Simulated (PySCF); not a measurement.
## EPR parameters of C5H9O

Compound: C5H9O (doublet state).
Cartesian coordinates in Å at the GFN2-xTB level; atoms count from 1:
```xyz
15
C5H9O angstrom
C     -1.9781   -1.0488   -0.1406
C     -0.6383   -0.8174    0.0293
C      0.0105    0.4016   -0.0650
C     -0.6454    1.7072   -0.3738
O      1.3558    0.5734    0.1162
C      2.1682   -0.5302    0.4196
H     -2.6803   -0.2708   -0.3737
H     -2.3727   -2.0425   -0.0417
H     -0.0311   -1.6825    0.2612
H     -0.4735    2.4115    0.4405
H     -0.2095    2.1383   -1.2753
H     -1.7114    1.5833   -0.5180
H      3.1786   -0.1347    0.5157
H      2.1488   -1.2786   -0.3796
H      1.8742   -1.0018    1.3633
```

The hyperfine couplings belong to this conformer and change with its torsions.

As a line formula: `[CH2]/C=C(\C)OC` [radical].

The calculation used PySCF 2.14.0, UKS B3LYP, pcH-1 on C H O, non-relativistic, mean-field spin-orbit, GIAO. Isolated species at its GFN2-xTB geometry (one conformer only). GFN2-xTB frequencies show an imaginary mode (114i cm⁻¹), so this geometry is no minimum at that level. The geometry wasn't refined by DFT: couplings that depend on bond lengths, twists or pyramidal angles can differ widely from those at the functional's own minimum. The SCF solution wasn't tested for stability.

```json
{"g1, g2, g3": "2.00212, 2.00313, 2.00361", "g_iso": "2.00295", "Form of g": "rhombic: the two nearest values differ by 33 % of g3 − g1", "⟨S²⟩": "0.7704 (exact 0.7500)", "α and β electrons": "24, 23", "HOMO–LUMO gap, α and β orbitals": "5.73, 5.77 eV"}
```

Hyperfine couplings atom by atom, in 10⁻⁴ cm⁻¹; T1 to T3 are the principal values of the dipolar part (1 × 10⁻⁴ cm⁻¹ = 2.998 MHz):

```
atom  isotope  a_iso     T1     T2    T3  Mulliken spin population
  C1      13C   17.6  -17.0  -16.4  33.5                      0.68
  C2      13C  -14.9   -7.5    2.7   4.7                     -0.22
  C3      13C   17.1  -15.5  -15.4  30.9                      0.51
  C4      13C   -6.1   -0.2   -0.1   0.3                     -0.04
  O5      17O   -4.5  -13.3    6.3   7.0                      0.07
  C6      13C   -1.1   -0.3   -0.2   0.5                     -0.01
  H7       1H  -13.2   -7.4   -0.3   7.7                     -0.03
  H8       1H  -13.8   -8.3    0.0   8.3                     -0.03
  H9       1H    3.1   -1.7   -0.2   1.9                      0.01
 H10       1H   15.3   -1.0   -0.8   1.8                      0.02
 H11       1H   15.3   -1.0   -0.8   1.8                      0.02
 H12       1H    0.3   -1.1   -0.5   1.6                      0.00
 H13       1H   -0.4   -0.7   -0.6   1.3                      0.00
 H14       1H    2.8   -0.8   -0.6   1.4                      0.01
 H15       1H    2.8   -0.8   -0.6   1.4                      0.01
```

Largest spin populations (Mulliken): C1 (+0.68), C3 (+0.51), C2 (-0.22) and O5 (+0.07). The positive populations add up to 1.33 and the negative ones to -0.33, together 2S = 1. The angles at C1 add up to 360.0°, so it is planar; its axial dipolar tensor and the negative couplings of its protons fit spin in a p orbital normal to that plane.

Axes: g2 points within 9° of the C1–C2 bond and g3 points within 10° of the C3–C4 bond.

Under fast tumbling the dipolar parts average out, and these isotropic splittings remain: 1 × 1H (H8, I = 1/2, 2 lines) with 1.48 mT, 1 × 1H (H7, I = 1/2, 2 lines) with 1.41 mT, 3 × 1H (H10/H11/H12, I = 1/2, 4 lines) with 1.10 mT, 1 × 1H (H9, I = 1/2, 2 lines) with 0.33 mT and 3 × 1H (H13/H14/H15, I = 1/2, 4 lines) with 0.19 mT.

Means are taken over nuclei equivalent by connectivity, which assumes that they swap fast. H7 and H8 aren't averaged: C1 is flat or nearly so (angle sum 360°), and its turn about the short C1–C2 bond (1.37 Å) is taken as slow. The three 1H nuclei of mean +30.8 MHz run from 0.9 to 45.8 MHz in the frozen geometry. The three 1H nuclei of mean +5.2 MHz run from -1.2 to 8.5 MHz in the frozen geometry.

The 17O coupling of O5 (-13.4 MHz) shows only in satellite lines or after enrichment, since that isotope makes up about 0.038 % of natural oxygen.

The 13C coupling of C1 (52.9 MHz) shows only in satellite lines or after enrichment, since that isotope makes up about 1.07 % of natural carbon.
